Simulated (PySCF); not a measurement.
Compound: C4H5O2 (doublet state).
SMILES with atom numbers: `[O:1]=[C:2]1[CH:3][O:4][CH2:5][CH2:6]1` (hydrogens: H7 on C3; H8, H9 on C5; H10, H11 on C6)

Structure optimised with GFN2-xTB, isolated species. This method treats the open shell by occupation alone, without spin polarisation.

(1) What internal coordinates does the optimisation give?

Results:

(1) 
| bond | length (Å) |
| --- | --- |
| O1=C2 | 1.223 |
| C2–C3 | 1.415 |
| C3–O4 | 1.331 |
| O4–C5 | 1.432 |
| C5–C6 | 1.525 |
| C2–C6 | 1.536 |
| C3–H7 | 1.074 |
| C5–H8, C5–H9 | 1.094 |
| C6–H10, C6–H11 | 1.089 |

Bonds in one row agree within 0.01 Å and their mean is given. A selection of angles:
| angle | degrees |
| --- | --- |
| O1–C2–C3 | 128.8 |
| O1–C2–C6 | 126.2 |
| C3–C2–C6 | 105.0 |
| C2–C3–O4 | 114.6 |
| C2–C3–H7 | 128.5 |
| O4–C3–H7 | 116.9 |
| C3–O4–C5 | 109.6 |
| O4–C5–C6 | 107.3 |
| O4–C5–H8 | 107.1 |
| C6–C5–H8 | 113.1 |
| H8–C5–H9 | 108.5 |
| C5–C6–H10 | 112.9 |
| C2–C6–C5 | 103.4 |
| C2–C6–H10 | 109.7 |
| H10–C6–H11 | 108.1 |

Torsions: O1–C2–C3–O4 180° (antiperiplanar); C2–C3–O4–C5 0° (synperiplanar); C3–O4–C5–C6 0° (synperiplanar); O4–C5–C6–C2 0° (synperiplanar); O1–C2–C6–C5 180° (antiperiplanar).

C3 (carbon bonded to C, O and H) is planar (angles 128.5°, 116.9° and 114.6°, sum 360.0°, 0.00 Å off the plane of its three neighbours). C2 (carbon bonded to 2 C and O) is planar (angles 128.8°, 126.2° and 105.0°, sum 360.0°, 0.00 Å off the plane of its three neighbours). The 6 heavy atoms lie in one plane (0.001 Å rms). The C–C distances run from 1.415 Å (C2–C3, drawn single in one of several resonance forms) to 1.536 Å (C2–C6, drawn single), a spread of 0.121 Å. The C–O distances run from 1.223 Å (O1=C2, drawn double in one of several resonance forms) to 1.432 Å (O4–C5, drawn single), a spread of 0.209 Å. The 5-membered ring C2–C3–O4–C5–C6 has internal angles of 103.4° to 114.6°; it is planar, 0.00 Å rms from its mean plane, widest ring torsion 0°.

Point group: Cs (tolerance 0.08 Å). Whether it is a minimum is left open (no frequencies).

The numbers are calculated, not measured.
